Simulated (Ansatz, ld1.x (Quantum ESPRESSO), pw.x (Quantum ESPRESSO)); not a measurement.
## W: one change to the RRKJ potential, in the atom and in the diamond crystal

W, norm-conserving RRKJ (Kleinman–Bylander form), made with ld1.x (Quantum ESPRESSO) 7.5 (LDA (PW92), scalar-relativistic). Core [Xe] 4f14, reference 5d4 6s1.5 6p0 (charge +0.5). Waves: 6p (bound, empty): rc 3.80 bohr; 5d (bound): rc 1.75 bohr; 5f channel at -0.15 Ry: rc 3.20 bohr; 6s (bound): rc 2.05 bohr. Local part: the s channel. Core correction: none.

Change: wave 6p (bound): rc 3.80 bohr becomes 6p (bound): rc 4.94 bohr.

Cutoffs, loose and tight: the cutoffs (Ry, on a coarse ladder) from which the occupation-weighted sum of valence levels, in a spherical-Bessel basis at the reference potential, stays within 10 and 1 mRy of its value at 400 Ry. They do not see the model core or the augmentation charge, which bear on the density cutoff. Test errors are all-electron minus pseudo excitation energies from the reference, over the configurations 5d4 6s2 6p0; 5d4 6s1 6p0; 5d4 6s0 6p0; 5d3 6s0 6p0; 5d4 6s0 6p2; 5d4 6s0 6p1; 5d2 6s0 6p0 (two spin-polarised tests are not counted in the largest error); variants that change the core or the reference have their own tests.

Crystal test: diamond W in pw.x 7.5, no spin, 8³ k-points, Fermi–Dirac smearing 0.01 Ry, cutoffs set for each file from its atomic test. The reference is all-electron LAPW (Ansatz 0.2.0) with the same functional, mesh and smearing; V0 and B0 come from Birch–Murnaghan fits to the pressures at five volumes. Errors are pseudo minus all-electron; Δ is the rms difference of the E(V) curves that follow from these fits, minima aligned, over ±6 % about the mean V0. Mesh and smearing are coarse, so the numbers serve the comparison and aren't converged zero-temperature values; the lattice is a test structure that the element need not adopt.

All-electron: a0 = 5.714 Å (V0 = 23.32 Å³/atom), B0 = 135.4 GPa.

Task: Does the change bring the crystal closer to the all-electron result?

Result: The mean pressure error goes from -8.17 to -4.21 GPa, so the change moves the solid closer to the all-electron pressures.

```csv
quantity,base,changed
outcome (atom),generated,generated
"cutoff, loose (atom)",30 Ry,30 Ry
"cutoff, tight (atom)",55 Ry,55 Ry
bound ghosts (atom),none,none
largest test error (meV) (atom),+57,+57
cutoffs in pw.x (Ry),70/280,70/280
a0 (Å),–,5.649
a0 error (%),–,-1.13
B0 error (%),–,-5.8
Δ (meV/atom),–,22.9
mean pressure error (GPa),-8.17,-4.21
```

A dash: not determined, or the minimum lies outside the volumes sampled.

Base: The largest radius (3.80 bohr) exceeds half the bond length (2.34 bohr), so the spheres overlap, which is one possible source of error among others. This is a poor potential for the solid. Changed file: The largest radius (4.94 bohr) exceeds half the bond length (2.34 bohr), so the spheres overlap, which is one possible source of error among others. This is a poor potential for the solid. The atomic cutoffs weigh occupied waves only.
